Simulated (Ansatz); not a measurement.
Hematite (α-Fe2O3) was calculated with PBE-D3(BJ) (Ansatz, a first-principles code, PAW).

Run with plane-wave cutoff 500 eV, 10×10×10 k mesh, Fermi–Dirac smearing 0.05 eV, spin-polarised with opposed moments, scalar-relativistic PAW data made under PBE.

Cell (relaxed at this level):

```
Fe2O3
1.0
    4.81439    -2.49108     0.01932
    4.81439     2.49108     0.01932
    3.50894     0.00000     4.13178
Fe O
4 6
Cartesian
 11.24330   0.00000   3.56905
  4.67444   0.00000   1.48384
  1.89443   0.00000   0.60136
  8.46329   0.00000   2.68657
  5.03890  -0.94868   3.10849
  5.44305   1.71988   1.83533
  8.09883   0.94868   1.06192
  7.19753   0.77120   3.90123
  7.69468  -1.71988   2.33508
  5.94020  -0.77120   0.26919
```

**Question.** Estimate the magnetic moment (largest site, within a sphere) and band gap that the calculation returns.

**Answer.** 
* **magnetic moment (largest site, within a sphere)**: 3.28 μB
* **band gap**: 0.54 eV (on the SCF k mesh)

Measured, for comparison: band gap 2.6 eV (temperature not stated, no zero-point or thermal correction, photoemission and inverse photoemission; as tabulated in Parkinson (2016), arXiv:1602.06774). Computed (rounded) less measured: band gap -2.06 eV.

Note: a magnet's gap depends somewhat on the PAW data; a distance lies near a switch of the dispersion term, which can move the cell.

Moments are spin moments.

Static lattice: no zero-point or thermal effects.

It cost very roughly 8 core-minutes of CPU time.
